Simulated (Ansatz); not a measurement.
Species, as SMILES: [N]=O (N-O), doublet.
Atoms: N1, O2. Bonds: N1-O2.

Basis-set convergence of the highest harmonic wavenumber at PBE0 with Ansatz (a program for electronic structure). Each level at its own minimum, finite differences of forces, unscaled; the reference is a large set that could be run, not a limit. All functions are spherical. The program fits the integrals of some runs and decomposes those of others, by size. Open shells are unrestricted. No added dispersion term, no relativity. Reference: the value in aug-pcseg-3, 2028 cm⁻¹. Deviations are taken from unrounded values.

```csv
basis,functions,highest harmonic wavenumber (cm⁻¹)
cc-pVDZ,28,2053
aug-cc-pVDZ,46,2031
def2-SVP,28,2099
def2-SVPD,43,2072
pcseg-1,28,2052
aug-pcseg-1,46,2045
6-311G**,36,2048
6-311+G**,44,2040
cc-pVTZ,60,2031
aug-cc-pVTZ,92,2022
pcseg-2,60,2026
aug-pcseg-2,92,2025
def2-TZVPP,62,2030
def2-TZVPPD,77,2028
cc-pVQZ,110,2029
aug-cc-pVQZ,160,2027
def2-QZVPP,114,2028
def2-QZVPPD,129,2028
pcseg-3,120,2029
aug-pcseg-3,170,2028
```

What the diffuse functions change, pair by pair:
- cc-pVDZ to aug-cc-pVDZ: 18 more functions, deviation 25 to 3 cm⁻¹
- def2-SVP to def2-SVPD: 15 more functions, deviation 71 to 43 cm⁻¹
- pcseg-1 to aug-pcseg-1: 18 more functions, deviation 24 to 17 cm⁻¹
- 6-311G** to 6-311+G**: 8 more functions, deviation 20 to 12 cm⁻¹
- cc-pVTZ to aug-cc-pVTZ: 32 more functions, deviation 3 to -6 cm⁻¹
- pcseg-2 to aug-pcseg-2: 32 more functions, deviation -2 to -3 cm⁻¹
- def2-TZVPP to def2-TZVPPD: 15 more functions, deviation 2 to 0 cm⁻¹
- cc-pVQZ to aug-cc-pVQZ: 50 more functions, deviation 0 to -1 cm⁻¹
- def2-QZVPP to def2-QZVPPD: 15 more functions, deviation -1 to -1 cm⁻¹
- pcseg-3 to aug-pcseg-3: 50 more functions, deviation 0 to 0 cm⁻¹

Leaving out the reference's own pair, they bring the value nearer the reference by more than 1 cm⁻¹ in 5 of 9 pairs.
